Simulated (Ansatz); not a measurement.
System: fcc Ca. Method: B3LYP (VWN-RPA form) (PAW; Ansatz, a quantum-chemistry and plane-wave program).

Numerical settings: plane-wave cutoff 460 eV, 10×10×10 k mesh, Fermi–Dirac smearing 0.05 eV, scalar-relativistic PAW data made under PBE.

Cell (relaxed at this level):

```cif
data_Ca
_chemical_formula_sum 'Ca1'
_space_group_name_H-M_alt 'P 1'
_space_group_IT_number 1
_cell_length_a 3.93811
_cell_length_b 3.93811
_cell_length_c 3.93811
_cell_angle_alpha 60.000
_cell_angle_beta 60.000
_cell_angle_gamma 60.000
loop_
_space_group_symop_operation_xyz
  'x, y, z'
loop_
_atom_site_label
_atom_site_type_symbol
_atom_site_fract_x
_atom_site_fract_y
_atom_site_fract_z
_atom_site_occupancy
Ca1 Ca 0.00000 0.00000 0.00000 1
```

Question: Predict the bulk modulus and pressure derivative B′ of the bulk modulus.

Answer: 
* **bulk modulus**: 17.2 GPa
* **pressure derivative B′ of the bulk modulus**: 3.8

Measured, for comparison: bulk modulus 18.6 GPa (corrected for temperature and zero-point phonon effects, our sources range from 15.9 to 18.7; as tabulated in Levämäki et al. (2014), arXiv:1402.3671). Computed (rounded) less measured: bulk modulus not scored (sources differ).

The computed numbers hold no vibrational or temperature effects.

Cost on a shared machine: around 8 core-minutes (rough).
